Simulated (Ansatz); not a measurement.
Al₃. The state is a quartet with charge 0. Geometry PBE0-D4/def2-TZVP; atoms count from 1.

```xyz
3

Al   -0.4262    0.3036    1.5512
Al   -0.7735    0.6534   -0.9812
Al    1.1997   -0.9570   -0.5701
```

At PBE0-D4/def2-TZVP a doublet of charge 0 lies 0.12 eV below the quartet, each at its own geometry. The structure comes from a short search, and lower isomers may exist.

(1) Estimate the Mulliken populations from the PBE0/def2-TZVP orbitals of Ansatz.

(2) Where does the spin sit?

(3) And the Mayer bond orders between heavy atoms (over 0.3)?

## Answers

(1) 
```tsv
atom	charge (e)	spin (α − β)
Al1	0.03	0.98
Al2	-0.06	1.04
Al3	0.03	0.98
```
Mulliken values depend strongly on the basis.

(2) Summed by element: Al 3.00, of 3 unpaired in all. Largest on single atoms: Al2 1.04, Al3 0.98, Al1 0.98.

(3) Al1–Al2 1.06 (2.58 Å); Al1–Al3 0.66 (2.96 Å); Al2–Al3 1.06 (2.58 Å).
